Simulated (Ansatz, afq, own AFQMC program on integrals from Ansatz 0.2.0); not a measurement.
**CH$_{7}$Ge, doublet in cc-pVDZ, levels against CCSDT(Q)**

```xyz
9

Ge   -0.4888    0.0000    0.0000
H    -1.0003    1.4466    0.0000
H    -1.0003   -0.7233    1.2528
H    -1.0003   -0.7233   -1.2528
H     1.1462    0.0000    0.0000
C     2.4862    0.0000    0.0000
H     2.4862   -1.0800    0.0000
H     2.4862    0.5400    0.9353
H     2.4862    0.5400   -0.9353
```

Basis cc-pVDZ. Noble-gas cores (and the filled d shells of Ga–Kr and In–Xe) are frozen. Integrals, coupled cluster, full CI and functionals: Ansatz 0.2.0; the random walks run on the same integrals in our own AFQMC program. The CISD trial takes its coefficients from CCSD amplitudes. Released means that phaseless walkers are propagated on without the constraint, phases kept. Uncertainties: one standard error, sampling alone. No spin–orbit coupling.

Determinant: UHF, the one that the program's search chose, which needn't be the lowest solution. The geometry is a point of a scan.

No full CI on the walks' own integrals is used here; CCSDT(Q) serves as the reference and is uncertain by about the last step of the cluster series.

Cautions: no relativity below Rb; no spin-orbit coupling; inner d shell frozen.

* T1 diagnostic: 0.0154
* weight of the determinant in the CISD state: 0.859
* ⟨S²⟩ of the determinant: 0.785
* size of the correlated space: 15 electrons in 61 orbitals

Reference: CCSDT(Q), correlation energy -8.749 eV. The released energy is read at 1.50 1/Eh (meV from the phaseless value at times in 1/Eh: -4 ± 3 at 0.24, -6 ± 3 at 0.51, -6 ± 4 at 0.99, -6 ± 4 at 1.50).

```tsv
level	E − E(reference) (mEh)	share of correlation (%)
HF	321.51	0.00
MP2	59.22	81.58
CCSD	8.93	97.22
CCSD(T)	1.50	99.53
CCSDT	0.33	99.90
ph-AFQMC/CISD	0.19 ± 0.10	99.94
released AFQMC	-0.02 ± 0.16	100.01
```

A walk keeps the symmetry of its determinant, which the program's search chose and which needn't be the lowest solution, so a lower state of the same spin and another symmetry isn't excluded. Released energies are given only where the last usable release times agree within the noise; a slower fall can still hide under it.
